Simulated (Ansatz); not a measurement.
For hcp Ru, PBE-D4 in Ansatz (PAW) gives:

- lattice parameter a: 2.705 Å
- c axis length: 4.268 Å

Problem. What does PBE0-D3(BJ) (Ansatz, an electronic-structure program, PAW) give for the same quantities?

Solution. 
- lattice constant a: 2.659 Å (decreases by 1.7 %)
- lattice parameter c: 4.207 Å (decreases by 1.4 %)

For comparison: lattice constant a 2.706 Å (measured, 293 K, no zero-point or thermal correction, our sources range from 2.700 to 2.706; as tabulated in Wikipedia's data pages); lattice parameter c 4.282 Å (measured, 293 K, no zero-point or thermal correction; as tabulated in Wikipedia's data pages).

Changes are worked out from the printed values.

Unless a cell is named, each level is at its own relaxed cell (PBE-D4 13.52, PBE0-D3(BJ) 12.88 Å³/atom).

Ansatz's density-functional and Hartree–Fock values are scalar-relativistic unless marked +SOC, with PAW data made under PBE.
